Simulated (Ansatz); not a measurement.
difluoromethane (SMILES FCF) moved off its minimum; all values from Ansatz (a quantum-chemistry and plane-wave program), cores frozen in correlated methods.
(charge 0, multiplicity 1)
```xyz
5

F     -1.08198    -0.43349    -0.04103
C     -0.05541     0.45348     0.14467
F      1.18089    -0.14723    -0.01333
H     -0.04864     1.03362     1.00896
H     -0.11374     1.18098    -0.81782
```

Forces at HF/def2-TZVPP (eV/Å):

```csv
atom,Fx,Fy,Fz
F1,1.942,1.045,1.290
C2,0.815,0.648,-6.588
F3,-2.168,0.165,0.825
H4,-0.549,-0.112,1.698
H5,-0.040,-1.746,2.774
```

Task: Give the forces (eV/Å), the total energy and the dipole at CCSD(T)/aug-cc-pVTZ.

Result: 
```tsv
atom	Fx	Fy	Fz
F1	0.890	0.261	1.012
C2	0.614	1.164	-5.886
F3	-0.968	-0.275	0.621
H4	-0.489	0.234	1.993
H5	-0.047	-1.384	2.260
```
Energy -238.7057 hartree, dipole 1.91 D.
